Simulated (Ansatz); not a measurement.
Input file:

```yaml
crystal:
  periodic: [false, false, false]
  atoms:
    - {symbol: Ge, position_ang: [-0.532851, 0.010113, 0.000000]}
    - {symbol: H, position_ang: [-1.044301, 1.456713, 0.000001]}
    - {symbol: H, position_ang: [-1.044300, -0.713187, 1.252791]}
    - {symbol: H, position_ang: [-1.044301, -0.713186, -1.252792]}
    - {symbol: H, position_ang: [1.273149, 0.010113, 0.000000]}
    - {symbol: O, position_ang: [2.371149, 0.010113, 0.000000]}
    - {symbol: H, position_ang: [2.623008, -0.929837, -0.000001]}
basis:
  gaussian: {orbitals: cc-pVDZ}
magnetization: {spin_polarized: true, initial_magnetization: 1}
correlation: {method: ccsdt_q, electrons: outside_noble_gas}
```

```sh
$ ansatz run in.yaml --threads 2 --pin off --events-out ev --progress --plain --max-ram 16896MiB --backend cuda --devices 0, --max-vram 18GiB
```

Q: Roughly how long does this take on 2 threads of AMD EPYC 7R13 with a shared H100 80 GB, shared host, and how much host memory?

A: 6 s wall and 0.92 GiB.

```
1259 factors; integrals over basis functions are off by at most 2.3e-7 eV
mean field evaluation 1: about -58584.1593 eV, gradient 2.3e1 eV
mean field evaluation 2: about -58584.1841 eV, gradient 2.3e1 eV
mean field evaluation 4: about -58586.6260 eV, gradient 2.1e0 eV
mean field evaluation 8: about -58586.6818 eV, gradient 3.3e-1 eV
mean field evaluation 16: about -58586.6848 eV, gradient 1.5e-6 eV
mean field evaluation 32: about -58584.0807 eV, gradient 2.9e-1 eV
mean field -58586.68483053 eV, -2153.0209560408 hartree, gradient 1.5e-6 eV, S^2 0.770048; 1 other end points of the search recorded, 0 dependent functions left out
determinant -58586.68483053 eV, -2153.0209560408 hartree, with singles and doubles -58595.92979446 eV, -2153.3607021987 hartree
determinant -58584.08106461 eV, -2152.9252694081 hartree, with singles and doubles -58592.75590215 eV, -2153.2440638078 hartree
15 core orbitals not correlated: weight in the atoms' cores, before any rotation towards them, 0.999 or more for the frozen orbitals, at most 0.000 for the correlated occupied ones
reference -58586.68483053 eV, -2153.0209560408 hartree; 8, 7 occupied and 43, 44 virtual orbitals, 1259 factors
second order -8.28758636 eV of doubles, -0.00000000 eV of singles
cycle   1  -8.87832713 eV  change   -5.9e-1 eV  update   8.0e-2
cycle   2  -9.29808659 eV  change   -4.2e-1 eV  update   3.3e-2
cycle   3  -9.45644692 eV  change   -1.6e-1 eV  update   1.9e-2
cycle   4  -9.45301172 eV  change    3.4e-3 eV  update   6.3e-3
cycle   5  -9.45065495 eV  change    2.4e-3 eV  update   3.4e-3
cycle   6  -9.45162782 eV  change   -9.7e-4 eV  update   1.4e-3
cycle   7  -9.45151157 eV  change    1.2e-4 eV  update   6.2e-4
cycle   8  -9.45143342 eV  change    7.8e-5 eV  update   2.9e-4
cycle   9  -9.45153061 eV  change   -9.7e-5 eV  update   1.3e-4
cycle  10  -9.45161732 eV  change   -8.7e-5 eV  update   6.0e-5
cycle  11  -9.45156898 eV  change    4.8e-5 eV  update   3.5e-5
cycle  12  -9.45157278 eV  change   -3.8e-6 eV  update   1.5e-5
cycle  13  -9.45156780 eV  change    5.0e-6 eV  update   8.4e-6
cycle  14  -9.45156506 eV  change    2.7e-6 eV  update   3.4e-6
cycle  15  -9.45156705 eV  change   -2.0e-6 eV  update   1.7e-6
cycle  16  -9.45156792 eV  change   -8.7e-7 eV  update   7.9e-7
perturbative correction -0.01929240 eV, -0.0007089825 hartree
Total energy: -58596.15569085 eV, -2153.3690037378 hartree
```
